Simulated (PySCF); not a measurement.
# MgC: energy against distance

Set-up: PySCF, no relativity, basis sets Mg def2-TZVP, C def2-TZVP. Energies in eV from Mg + C in their ground configurations at the same level. All curves are PBE0. state 1: Ms = 1 determinant of mixed spin (⟨S²⟩ near 2.6), unpaired electrons π ↑↑; state 2: Ms = 0 determinant of mixed spin (⟨S²⟩ near 1.5), unpaired electrons π ↑↓, a mixture of terms (⟨Lz²⟩ = 2.0), a second solution, started from another occupation; state 3: ³Π (triplet), unpaired electrons σ ↑, π ↑, a second solution, started from another occupation; state 4: Ms = 1 determinant of mixed spin (⟨S²⟩ near 3.0), unpaired electrons σ ↑↑, π ↑↓, a mixture of terms (⟨Lz²⟩ = 2.0), a second solution, started from another occupation.

```
R (Å)  state 1  state 2  state 3  state 4
1.794   -1.172   -0.553   0.8589   0.0947
1.877   -1.482   -0.866   0.3432  -0.2051
1.961   -1.650   -1.039  -0.0033  -0.3631
2.023   -1.709   -1.102  -0.1799  -0.4126
2.086   -1.724   -1.120  -0.3017  -0.4174
2.149   -1.706   -1.106  -0.3806  -0.3878
2.232   -1.644   -1.051  -0.4360  -0.3087
2.336   -1.528   -0.944  -0.4500  -0.1665
2.462   -1.359   -0.790  -0.4187   0.0412
2.628   -1.124   -0.578  -0.3420   0.3440
```

**Question.** Put a parabola through the three lowest points of the state 1 curve and estimate Re, k and ωe (reduced mass 7.998 u; 1 eV/Å² = 0.16022 mdyn/Å; ωe = 1302.8·√(k/μ) cm⁻¹).

**Answer.** Through R = 2.023, 2.086, 2.149 Å the second-order coefficient is 4.16 eV/Å², so Re ≈ 2.083 Å, k ≈ 1.33 mdyn/Å and ωe ≈ 532 cm⁻¹. A polynomial fit of higher order to the unrounded PBE0 energies gives Re = 2.080 Å, k = 1.39 mdyn/Å, ωe = 543 cm⁻¹; anharmonicity and rounding make the difference.

The higher-order fit for each curve: state 1: Re = 2.080 Å, ωe = 543 cm⁻¹, De = 1.72 eV; state 2: Re = 2.088 Å, ωe = 531 cm⁻¹, minimum 1.12 eV below the ground-state fragments; state 3: Re = 2.314 Å, ωe = 361 cm⁻¹, minimum 0.451 eV below the ground-state fragments; state 4: Re = 2.062 Å, ωe = 574 cm⁻¹, minimum 0.420 eV below the ground-state fragments.

The state was picked by a PBE0 search and need not be the measured ground state.
